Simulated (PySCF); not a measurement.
# C2H3F3 (1,1,1-trifluoroethane): the cost of one run

Programs: PySCF 2.14.0, with density-fitted response routines of our own. Each step states its level of theory. These are calculated values for one molecule in the gas phase, unless marked as measured. Atoms count from 0, in the outputs and in this text.

## 1. The starting structure

8 atoms, charge 0, multiplicity 1; geometry from: GFN2-xTB. The atoms were then displaced at random by about 0.01 Å, so the start is not that level's minimum.

Bonds of the start (Å): C0–C1 1.53, C1–F2 1.35, C1–F3 1.32, C1–F4 1.34, C0–H5 1.08, C0–H6 1.10, C0–H7 1.06.

## 2. Optimising the geometry at PBE0-D3(BJ)/def2-SVP

The job: settings as JSON, then the geometry in Å.

```
{"job": {"xc": "PBE0", "basis": "def2-SVP", "d3": "d3bj", "grid": 1, "shake": 0.01, "kind": "geom"}, "charge": 0, "multiplicity": 1}
C      0.829530    -0.063710    -0.074490
C     -0.696100     0.030530     0.059710
F     -1.344460    -0.240330    -1.097700
F     -1.127710    -0.832040     0.966030
F     -1.111990     1.244150     0.435800
H      1.262720     0.191200     0.878830
H      1.140730     0.685780    -0.820410
H      1.102410    -1.034710    -0.400230
```

On the command line:

```sh
> OMP_NUM_THREADS=1 python probes_run.py task.json out
```

One launch serves the whole session: the jobs run in the order shown.

**Question.** How long does this first job take on 1 thread of Arm Neoverse V2, shared host, and how much memory does it need?

About 18 s, with a peak of 0.36 GiB.
